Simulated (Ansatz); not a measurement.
# Al2H4O: a ladder of functionals and wavefunction methods

One table from this session's results is given with a row withheld; the runs are named, their logs left out.

Computed with Ansatz 0.2.0, Gaussian basis. Level: functionals in def2-TZVPP, the program's frozen cores in correlated methods.

Levels to be run: LDA (SPW92), PBE-D4, revPBE-D4, BLYP-D4, r2SCAN-D4, B97M-V, PBE0-D4, B3LYP-D4, r2SCANh-D4, r2SCAN0-D4, HSE06-D4, BHLYP-D4, CAM-B3LYP-D4, LC-ωPBE, ωB97X-V, ωB97M-V, B2PLYP, PBE-QIDH; CCSD(T)/def2-SVP; CCSD(T)/def2-TZVPP; MP2/def2-QZVPP; extrapolation to the limit; RPA on PBE.

2 further runs of the same task are left out: 2 that didn't finish.

### The geometry

An earlier PBE0-D4 in a triple-zeta def2 set relaxation fixed the geometry.

SMILES `[AlH2][O][AlH2]`, 7 atoms, charge 0, spin multiplicity 1.

Atoms are counted from 1 here; the program's logs count them from 0.

Bond lengths: Al1–O2 1.682 Å, Al1–H4 1.582 Å, Al1–H5 1.582 Å, O2–Al3 1.682 Å, Al3–H6 1.582 Å, Al3–H7 1.582 Å. Angles: O2–Al1–H4 118.4°, O2–Al1–H5 118.4°, H4–Al1–H5 123.2°, Al1–O2–Al3 179.7°, O2–Al3–H6 118.4°, O2–Al3–H7 118.4°, H6–Al3–H7 123.2°.

Set-up of the first run:

in.yaml reads:

```yaml
crystal:
  periodic: [false, false, false]
  atoms:
    - {symbol: Al, position_ang: [-1.433725, 0.281979, -0.819936]}
    - {symbol: O, position_ang: [0.009263, -0.005481, -0.005915]}
    - {symbol: Al, position_ang: [1.451362, -0.300315, 0.807043]}
    - {symbol: H, position_ang: [-1.371799, 0.981867, -2.237497]}
    - {symbol: H, position_ang: [-2.787314, -0.160937, -0.130883]}
    - {symbol: H, position_ang: [1.995163, 0.804389, 1.800544]}
    - {symbol: H, position_ang: [2.198351, -1.669400, 0.540945]}
basis:
  gaussian: {orbitals: def2-TZVPP}
hamiltonian: {xc: lda}
output: {orbitals: {seedname: orbitals}}
```

Launch:

```sh
$ ansatz run in.yaml --threads 4 --pin off --events-out ev --progress --plain --max-ram 10444MiB
```

Steps of the session up to this table: LDA; PBE-D4 (GGA); revPBE-D4 (GGA); BLYP-D4 (GGA); r2SCAN-D4 (meta-GGA); B97M-V (meta-GGA); B3LYP-D4 (hybrid); r2SCANh-D4 (hybrid); r2SCAN0-D4 (hybrid); HSE06-D4 (hybrid); BHLYP-D4 (hybrid); CAM-B3LYP-D4 (range-separated); LC-ωPBE (range-separated); ωB97X-V (range-separated); ωB97M-V (range-separated); B2PLYP (double hybrid); PBE-QIDH (double hybrid).

One of the session's tables, all rows but one given; the rest of the session is left out.

It belongs to the step «Orbital energies across the functionals». 

```
  functional  HOMO (eV)  gap (eV)
 LDA (SPW92)      -6.96      4.95
      PBE-D4      -6.91      5.13
   revPBE-D4      -6.89      5.21
     BLYP-D4      -6.84      5.15
   r2SCAN-D4      -7.23      5.83
      B97M-V      -7.35      5.64
     PBE0-D4      -8.20      7.21
    B3LYP-D4      -8.02      6.80
  r2SCANh-D4          ?         ?
  r2SCAN0-D4      -8.41      7.65
    HSE06-D4      -7.80      6.44
    BHLYP-D4      -9.44      9.20
CAM-B3LYP-D4      -9.62      9.52
     LC-ωPBE     -10.99     12.00
     ωB97X-V     -10.64     11.53
     ωB97M-V     -10.43     11.02
```

Q: Estimate the row for r2SCANh-D4 from the others.

Worked estimate for «HOMO (eV)». Against the share of exact exchange, r2SCAN-D4 (0, -7.23), r2SCAN0-D4 (0.25, -8.41) give a slope of -4.72 per unit share; at 0.1 the line stands at -7.70.

The run gave: HOMO (eV): -7.70; gap (eV): 6.56. In «HOMO (eV)» the line misses by 0.00.
